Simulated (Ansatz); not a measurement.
# BH2O: rigid scan of one bond length from a Python script

How does the energy of BH2O change as one bond is stretched? The task is a rigid scan of one bond length, for BH2O. SMILES: B[O].

All numbers are computed with Ansatz 0.2.0, driven from Python. Level of theory: CCSD(T)/6-31G*.

**1. The system**

Bond lengths: B1–O2 1.401 Å, B1–H3 1.227 Å, B1–H4 1.234 Å. Angles: O2–B1–H3 124.0°, O2–B1–H4 118.2°, H3–B1–H4 117.6°.

No structure file is read: the coordinates are typed or built in the script.

**2. The code**

Contents of bh2o.py:

```python
import warnings

import ansatz as az
from ase import Atoms
import matplotlib.pyplot as plt
import numpy as np

warnings.simplefilter('ignore', az.DeckWarning)

atoms = Atoms(['B', 'O', 'H', 'H'], positions=[
    (-0.0155, -0.0355, -0.0295),
    (1.1238, -0.3479, 0.7228),
    (-1.1099, -0.5679, 0.1279),
    (0.0571, 0.891, -0.8414),
])
geometry = az.Crystal.molecule_from_ase(atoms)

symbols = [site.symbol for site in geometry.cartesian_sites]
start = np.array([site.position_ang for site in geometry.cartesian_sites])
axis = (start[3] - start[0]) / np.linalg.norm(start[3] - start[0])
moving = [3]
lengths, energies = [1.086, 1.135, 1.185, 1.234, 1.283, 1.333, 1.382, 1.456], []
for length in lengths:
    xyz = start.copy()
    xyz[moving] += (length - np.linalg.norm(start[3] - start[0])) * axis
    point = az.Crystal.molecule()
    for symbol, place in zip(symbols, xyz):
        point = point.atom(symbol, place.tolist())
    model = point.calculation()
    model = model.basis(gaussian='6-31G*')
    model = model.correlation('CCSD(T)').spin('collinear', total=1)
    data = model.run(threads=1).report
    energies.append(data['free_energy_ev'])
    print(f'r = {length:6.3f} A  E = {energies[-1]:.5f} eV  <S^2> = {abs(data["mean_field"]["state"]["spin_squared"]):.3f}')

fit = np.polynomial.Polynomial.fit(lengths, np.array(energies) - min(energies), 4).convert()
roots = [r.real for r in fit.deriv().roots() if abs(r.imag) < 1e-9 and fit.deriv(2)(r.real) > 0]
r_e = min(roots, key=lambda r: abs(r - lengths[int(np.argmin(energies))]))
print(f'minimum of the fit at {r_e:.4f} A, force constant {fit.deriv(2)(r_e):.2f} eV/A^2')
plt.figure(figsize=(4.5, 3))
plt.plot(lengths, np.array(energies) - min(energies), 'o-')
plt.xlabel('bond length (A)')
plt.ylabel('E - E(min) (eV)')
plt.tight_layout()
plt.savefig('scan.png', dpi=100)
```

**3. The input behind the calls**

The package turns the script's settings into the engine's input (first run):

```yaml
crystal:
  periodic: [false, false, false]
  atoms:
    - { symbol: B, position_ang: [-0.0155, -0.0355, -0.0295] }
    - { symbol: O, position_ang: [1.1238, -0.3479, 0.7228] }
    - { symbol: H, position_ang: [-1.1099, -0.5679, 0.1279] }
    - { symbol: H, position_ang: [0.048390637767087484, 0.7798536624133134, -0.7440014986652663] }
basis:
  gaussian:
    orbitals: "6-31G*"
magnetization:
  spin_polarized: true
  initial_magnetization: 1.0
correlation:
  method: ccsd_t
```

**4. The run**

On the command line:

```bash
$ python bh2o.py
```

Q: Predict the main results. Wanted: range of energy; lowest point, distance.

**Answer**, as computed:

| quantity | value |
| --- | --- |
| bond length at the fit's minimum | 1.2054 Å |
| runs compared | 8 |
| range of energy | 0.467 eV |
| lowest point, distance (Å) | 1.19 |

In words: The curve has its lowest point inside the range, at 1.19. The ends stand 0.199 and 0.467 eV above it. The distance scanned is the script's pair 0, 3. Caveats:
- The rest of the molecule is held rigid at a force-field or estimated start geometry, and the basis set is modest; single-reference methods fail as a bond breaks.
- The species is open-shell (spin multiplicity 2).
